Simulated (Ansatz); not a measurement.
**Structure relaxation of TlIO3**

Computed with DFT r2SCAN, scalar-relativistic, plane waves, PAW in Ansatz 0.2.0. Cutoff 500 eV, Γ-centred k mesh, Gaussian smearing, no spin polarisation in the final step.

The start is a database structure of TlIO3, space group Pm-3m (No. 221).

```
CELL_PARAMETERS angstrom
4.24967 0.00000 0.00000
0.00000 4.24967 0.00000
0.00000 0.00000 4.24967
ATOMIC_POSITIONS crystal
Tl 0.00000 0.00000 0.00000
I 0.50000 0.50000 0.50000
O 0.50000 0.00000 0.50000
O 0.50000 0.50000 0.00000
O 0.00000 0.50000 0.50000
```

Steps on the 10×10×10 mesh (5 atoms). 4 of 5 steps are shown, and the free energy counts from the last. Trial steps that were taken back and renewals of the plane-wave basis can be among the rows.

```json
{"step": "1", "ΔF (meV/atom)": "4.8", "V (Å³/atom)": "15.35", "P (GPa)": "-3.44"}
{"step": "2", "ΔF (meV/atom)": "0.1", "V (Å³/atom)": "14.81", "P (GPa)": "0.96"}
{"step": "3", "ΔF (meV/atom)": "-0.1", "V (Å³/atom)": "14.92", "P (GPa)": "-0.06"}
{"step": "5", "ΔF (meV/atom)": "0.0", "V (Å³/atom)": "14.92", "P (GPa)": "0.01"}
```

A final relaxation ran on a 10×10×10 mesh. The relaxed crystal, Pm-3m (No. 221):

```cif
data_structure
_symmetry_space_group_name_H-M 'Pm-3m'
_symmetry_Int_Tables_number 221
_cell_length_a 4.2094
_cell_length_b 4.2094
_cell_length_c 4.2094
_cell_angle_alpha 90.000
_cell_angle_beta 90.000
_cell_angle_gamma 90.000
_cell_volume 74.59
loop_
_atom_site_label
_atom_site_type_symbol
_atom_site_symmetry_multiplicity
_atom_site_Wyckoff_symbol
_atom_site_fract_x
_atom_site_fract_y
_atom_site_fract_z
_atom_site_occupancy
Tl1 Tl 1 a 0.00000 0.00000 0.00000 1
I1 I 1 b 0.50000 0.50000 0.50000 1
O1 O 3 c 0.50000 0.00000 0.50000 1
```

- Volume per atom: 14.92 Å³
- Density: 8.44 g/cm³
- Energy over the elements: -0.27 eV/atom
- Gap on the 10×10×10 mesh: 0 eV (a metal)

Formation energies are uncorrected and refer to the elements' standard structures at the same level (O₂ as a molecule).

The final run used a 10×10×10 mesh on its 5-atom cell and 0.10 eV smearing. For metals, differences of a few meV/atom aren't resolved. Spin–orbit coupling is left out.

A structure relaxed within its symmetry needn't be a true minimum.

Symmetry holds off the tilts and polar distortions that many cubic perovskites undergo.

Cost: 2 runs of about 1.6 core-minutes in all, on Intel Xeon Platinum 8259CL (Skylake/Cascade Lake) (shared hosts).